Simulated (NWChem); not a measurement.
# One shape, several levels: CH5BF− (SMILES [BH3-]CF)

We compute a comparison of 3 runs (HF/def2-SVP, PBE0/def2-SVP, TPSS/pcseg-2) of CH5BF−. 

The results are computed with NWChem 7.3.0.

## Step 1: The system as given

The species is CH5BF− (8 atoms), meant as a singlet with charge -1. As SMILES, `[BH3-]CF`. Geometry: relaxed at GFN2-xTB.

Bond lengths: B1–C2 1.647 Å, C2–F3 1.416 Å, B1–H4 1.217 Å, B1–H5 1.217 Å, B1–H6 1.226 Å, C2–H7 1.100 Å, C2–H8 1.101 Å. Some angles: B1–C2–F3 115.9°, B1–C2–H7 112.4°, B1–C2–H8 112.5°, F3–C2–H7 103.9°, F3–C2–H8 103.9°, C2–B1–H4 110.7°, C2–B1–H5 110.6°, C2–B1–H6 105.8°, H7–C2–H8 107.3°, H4–B1–H5 110.4°.

## Step 2: Energy and forces at HF/def2-SVP (run 1)

nw.xyz reads:

```xyz
8
CH5BF gradient
B     -0.551780     0.539550    -0.373100
C      0.485140    -0.493460     0.382030
F      1.540350    -1.002140    -0.412970
H     -1.114370    -0.016270    -1.298200
H      0.038640     1.528210    -0.767380
H     -1.377000     0.863650     0.473950
H      0.998440    -0.024140     1.234850
H     -0.019400    -1.395390     0.760820
```

run.py reads:

```python
from ase.io import read
from ase.calculators.nwchem import NWChem

molecule = read('nw.xyz')

calc = NWChem(
    label='nw',
    theory='scf',
    memory='2200 mb',
    basis='def2-SVP',
    basispar='spherical bse',
    charge=-1,
    scf={'nopen': '0', 'rhf': None, 'thresh': '1e-08', 'maxiter': '80', 'print': 'low'},
)
molecule.calc = calc

forces = molecule.get_forces()
print("Total energy (eV):", round(molecule.get_potential_energy(), 6))
print("forces (eV/A):")
for s, f in zip(molecule.symbols, forces):
    print(f"{s:2s} {f[0]:10.5f} {f[1]:10.5f} {f[2]:10.5f}")
```

Started as:

```sh
export ASE_NWCHEM_COMMAND="nwchem PREFIX.nwi > PREFIX.nwo"
python run.py
```

What it wrote:

```text
Total energy (eV): -4482.984629
forces (eV/A):
B     0.53767   -0.53638    0.38299
C     0.22410   -0.14897   -0.05492
F    -0.17699    0.15607   -0.07276
H    -0.29532   -0.27968   -0.51083
H     0.30396    0.52564   -0.22965
H    -0.41287    0.17771    0.38402
H    -0.15247   -0.03615    0.02293
H    -0.02808    0.14182    0.07821
```

The calculator wrote nw.nwi:

```
title "nw"

permanent_dir nw

scratch_dir nw

start nw

geometry units angstrom nocenter noautosym noautoz
  B  -5.5178000000000005e-01 5.3954999999999997e-01 -3.7309999999999999e-01
  C  4.8514000000000002e-01 -4.9346000000000001e-01 3.8202999999999998e-01
  F  1.5403500000000001e+00 -1.0021400000000000e+00 -4.1297000000000000e-01
  H  -1.1143700000000001e+00 -1.6270000000000000e-02 -1.2982000000000000e+00
  H  3.8640000000000001e-02 1.5282100000000001e+00 -7.6737999999999995e-01
  H  -1.3770000000000000e+00 8.6365000000000003e-01 4.7394999999999998e-01
  H  9.9843999999999999e-01 -2.4140000000000002e-02 1.2348500000000000e+00
  H  -1.9400000000000001e-02 -1.3953899999999999e+00 7.6082000000000005e-01
end

charge -1

memory 2200 mb

basis spherical bse noprint
   * library def2-SVP
end

scf
  nopen 0
  rhf
  thresh 1e-08
  maxiter 80
  print low
end

task scf gradient
```

nw.nwo:

```text
Northwest Computational Chemistry Package (NWChem) 7.3.0
             --------------------------------------------------------

           Job information
           ---------------

    nwchem branch   = 7.3.0
    use scalapack   = T
    input           = nw.nwi
    prefix          = nw.
    data base       = nw/nw.db
    status          = startup
    nproc           =        1

           Memory information
           ------------------

    heap     =     72089596 doubles =      550.0 Mbytes
    stack    =     72089601 doubles =      550.0 Mbytes
    global   =    144179200 doubles =     1100.0 Mbytes (distinct from heap & stack)
    total    =    288358397 doubles =     2200.0 Mbytes
    verify   = yes
    hardfail = no

[... 38 lines left out ...]
            Nuclear Dipole moment (a.u.)
[... 73 lines left out ...]
       Final RHF  results
       ------------------

         Total SCF energy =   -164.746647787580
      One-electron energy =   -369.454997343917
      Two-electron energy =    135.560471267158
 Nuclear repulsion energy =     69.147878289179

        Time for solution =      6.6s

                              NWChem Gradients Module
                              -----------------------

                         RHF ENERGY GRADIENTS

    atom               coordinates                        gradient
                 x          y          z           x          y          z
   1 B      -1.042713   1.019602  -0.705057   -0.010456   0.010431  -0.007448
   2 C       0.916782  -0.932504   0.721932   -0.004358   0.002897   0.001068
   3 F       2.910839  -1.893770  -0.780400    0.003442  -0.003035   0.001415
[... 4 lines of this table left out ...]
   8 H      -0.036661  -2.636905   1.437741    0.000546  -0.002758  -0.001521

 Task  times  cpu:        8.6s     wall:        8.6s
 Total times  cpu:        8.6s     wall:        8.6s
```

Wall time 10 s (1 thread of AMD EPYC 7R43 (Zen 3), shared host); peak memory 0.098 GiB.

## Step 3: Energy and gradient at PBE0/def2-SVP (run 2)

run.py reads:

```python
from ase import Atoms
from ase.calculators.nwchem import NWChem

system = Atoms(['B', 'C', 'F', 'H', 'H', 'H', 'H', 'H'], positions=[
    [-0.551780, 0.539550, -0.373100],
    [0.485140, -0.493460, 0.382030],
    [1.540350, -1.002140, -0.412970],
    [-1.114370, -0.016270, -1.298200],
    [0.038640, 1.528210, -0.767380],
    [-1.377000, 0.863650, 0.473950],
    [0.998440, -0.024140, 1.234850],
    [-0.019400, -1.395390, 0.760820],
])

calc = NWChem(
    label='input',
    theory='dft',
    memory='2200 mb',
    basis='def2-SVP',
    basispar='spherical bse',
    charge=-1,
    dft={'xc': 'pbe0', 'mult': '1', 'grid': 'xfine', 'convergence': 'energy 1e-08', 'iterations': '100', 'mulliken': None},
)
system.calc = calc

forces = system.get_forces()
print(f"energy = {system.get_potential_energy():.6f} eV")
print("forces (eV/A):")
for s, f in zip(system.symbols, forces):
    print(f"{s:2s} {f[0]:10.5f} {f[1]:10.5f} {f[2]:10.5f}")
print("dipole (e A):", system.get_dipole_moment().round(4))
```

Started as:

```sh
export ASE_NWCHEM_COMMAND="nwchem PREFIX.nwi > PREFIX.nwo"
python run.py
```

What it wrote:

```text
energy = -4503.360760 eV
forces (eV/A):
B     0.66262   -0.68427    0.54255
C    -0.09590    0.26873   -0.57598
F     0.08387    0.03368   -0.27958
H    -0.28730   -0.27475   -0.48496
H     0.29465    0.50707   -0.21212
H    -0.39425    0.17771    0.34299
H     0.00113    0.16039    0.39688
H    -0.26477   -0.18856    0.27022
dipole (e A): [ 0.1424 -0.274   0.4854]
```

The calculator wrote input.nwi:

```
title "input"

permanent_dir input

scratch_dir input

start input

geometry units angstrom nocenter noautosym noautoz
  B  -5.5178000000000005e-01 5.3954999999999997e-01 -3.7309999999999999e-01
  C  4.8514000000000002e-01 -4.9346000000000001e-01 3.8202999999999998e-01
  F  1.5403500000000001e+00 -1.0021400000000000e+00 -4.1297000000000000e-01
  H  -1.1143700000000001e+00 -1.6270000000000000e-02 -1.2982000000000000e+00
  H  3.8640000000000001e-02 1.5282100000000001e+00 -7.6737999999999995e-01
  H  -1.3770000000000000e+00 8.6365000000000003e-01 4.7394999999999998e-01
  H  9.9843999999999999e-01 -2.4140000000000002e-02 1.2348500000000000e+00
  H  -1.9400000000000001e-02 -1.3953899999999999e+00 7.6082000000000005e-01
end

charge -1

memory 2200 mb

basis spherical bse noprint
   * library def2-SVP
end

dft
  xc pbe0
  mult 1
  grid xfine
  convergence energy 1e-08
  iterations 100
  mulliken
end

task dft gradient
```

input.nwo:

```text
Northwest Computational Chemistry Package (NWChem) 7.3.0
             --------------------------------------------------------

           Job information
           ---------------

    nwchem branch   = 7.3.0
    use scalapack   = T
    input           = input.nwi
    prefix          = input.
    data base       = input/input.db
    status          = startup
    nproc           =        1

           Memory information
           ------------------

    heap     =     72089596 doubles =      550.0 Mbytes
    stack    =     72089601 doubles =      550.0 Mbytes
    global   =    144179200 doubles =     1100.0 Mbytes (distinct from heap & stack)
    total    =    288358397 doubles =     2200.0 Mbytes
    verify   = yes
    hardfail = no

[... 109 lines left out ...]
  convergence criterion.
[... 40 lines left out ...]
          Spatial weights used:  Erf1
[... 74 lines left out ...]
         Total DFT energy =     -165.495456782486
[... 3 lines left out ...]
 Nuclear repulsion energy =       69.147878289179
[... 540 lines left out ...]
          Convergence on gradient requested:  5.00D-04
[... 27 lines left out ...]
          total energy or number of iterations.
[... 26 lines left out ...]
                         DFT ENERGY GRADIENTS

    atom               coordinates                        gradient
                 x          y          z           x          y          z
   1 B      -1.042713   1.019602  -0.705057   -0.012886   0.013307  -0.010551
   2 C       0.916782  -0.932504   0.721932    0.001865  -0.005226   0.011201
   3 F       2.910839  -1.893770  -0.780400   -0.001631  -0.000655   0.005437
[... 4 lines of this table left out ...]
   8 H      -0.036661  -2.636905   1.437741    0.005149   0.003667  -0.005255

                 ----------------------------------------
                 |  Time  |  1-e(secs)   |  2-e(secs)   |
                 ----------------------------------------
                 |  CPU   |       0.01   |       1.70   |
                 ----------------------------------------
                 |  WALL  |       0.01   |       1.70   |
                 ----------------------------------------

 Task  times  cpu:       26.4s     wall:       26.4s
 Total times  cpu:       26.5s     wall:       26.5s
```

It took 28 s on 1 thread of AMD EPYC 7R43 (Zen 3), shared host; peak memory 0.14 GiB.

## Step 4: Energy and forces at TPSS/pcseg-2 (run 3)

sp.nw reads:

```
start sp
memory 2200 mb
charge -1

geometry units angstrom noautosym nocenter noautoz
 B       -0.551780       0.539550      -0.373100
 C        0.485140      -0.493460       0.382030
 F        1.540350      -1.002140      -0.412970
 H       -1.114370      -0.016270      -1.298200
 H        0.038640       1.528210      -0.767380
 H       -1.377000       0.863650       0.473950
 H        0.998440      -0.024140       1.234850
 H       -0.019400      -1.395390       0.760820
end

basis spherical bse
 B library pcseg-2
 C library pcseg-2
 F library pcseg-2
 H library pcseg-2
end

dft
 xc xtpss03 ctpss03
 grid fine
 convergence energy 1e-08
 maxiter 100
 mulliken
end

task dft gradient
```

Started as:

```sh
nwchem sp.nw > sp.out
```

What it wrote:

```text
[...]
          Wavefunction type:  closed shell.
          No. of atoms     :     8
          No. of electrons :    26
[...]
          Charge           :    -1
          Spin multiplicity:     1
[...]
          AO basis - number of functions:   160
[...]
              XC Information
              --------------
                  TPSS metaGGA Exchange Functional  1.000
             TPSS03 metaGGA Correlation Functional  1.000
[...]
 d= 0,ls=0.0,diis     1   -165.7630572075 -2.35D+02  9.66D-03  1.56D+00     9.0
[...]
 d= 0,ls=0.0,diis    10   -165.9157574535 -2.64D-09  1.86D-07  4.76D-09    76.1
         Total DFT energy =     -165.915757453514
      One electron energy =     -369.668105090370
           Coulomb energy =      156.669754265513
    Exchange-Corr. energy =      -22.065284917836
 Nuclear repulsion energy =       69.147878289179
[...]
      Total Density - Mulliken Population Analysis
     ---------------------------------------------
    Atom       Charge   Shell Charges
 -----------   ------   -------------------------------------------------------
    1 B    5     5.09   2.00  0.46  0.20  0.23  1.13  0.82  0.20  0.01  0.05  0.00
    2 C    6     5.87   2.00  0.54  0.53  0.05  1.30  1.21  0.15  0.01  0.08  0.01
    3 F    9     9.37   2.00  0.65  0.93  0.37  2.38  2.21  0.82  0.00  0.01  0.00
    4 H    1     1.18   0.43  0.56  0.17  0.00  0.02  0.00
    5 H    1     1.18   0.43  0.56  0.17  0.00  0.02  0.00
    6 H    1     1.21   0.42  0.57  0.19  0.00  0.02  0.00
    7 H    1     1.05   0.45  0.47  0.09  0.01  0.03  0.00
    8 H    1     1.05   0.45  0.47  0.09  0.01  0.03  0.00
[...]
  wavefunction    = closed shell
                         DFT ENERGY GRADIENTS
    atom               coordinates                        gradient
                 x          y          z           x          y          z
   1 B      -1.042713   1.019602  -0.705057   -0.007293   0.007071  -0.004530
   2 C       0.916782  -0.932504   0.721932    0.018517  -0.010853  -0.008307
   3 F       2.910839  -1.893770  -0.780400   -0.017751   0.007717   0.015834
   4 H      -2.105854  -0.030746  -2.453242    0.003438   0.002952   0.005008
   5 H       0.073019   2.887898  -1.450138   -0.002967  -0.005666   0.001969
   6 H      -2.602153   1.632062   0.895636    0.003621  -0.001513  -0.003557
   7 H       1.886778  -0.045618   2.333528    0.000192  -0.001146  -0.003712
   8 H      -0.036661  -2.636905   1.437741    0.002242   0.001439  -0.002705
[...]
```

Run time: 1.8 min. Hardware: 1 thread of AMD EPYC 7R43 (Zen 3), shared host; peak memory 0.13 GiB.

## Step 5: Overview of the runs

```
run          level  iteration cap  module  energy (Eh)  largest force (eV/Å)  wall time
  1    HF/def2-SVP             80     scf  -164.746648                 0.851       10 s
  2  PBE0/def2-SVP            100     dft  -165.495457                 1.096       28 s
  3   TPSS/pcseg-2            100     dft  -165.915757                 1.286    1.8 min
```

## Step 6: Results

```
                                                    quantity          value
                                         run 3: total energy  -165.91576 Eh
                                          run 3: HOMO energy       -0.87 eV
                                          run 3: LUMO energy        4.86 eV
run 3: HOMO–LUMO gap (to an unbound level, set by the basis)        5.73 eV
                             run 3: largest force on an atom     1.286 eV/Å
```

What this shows: Totals of different functionals can't be ranked against each other. All runs together took 2.5 min, the longest 1.8 min.
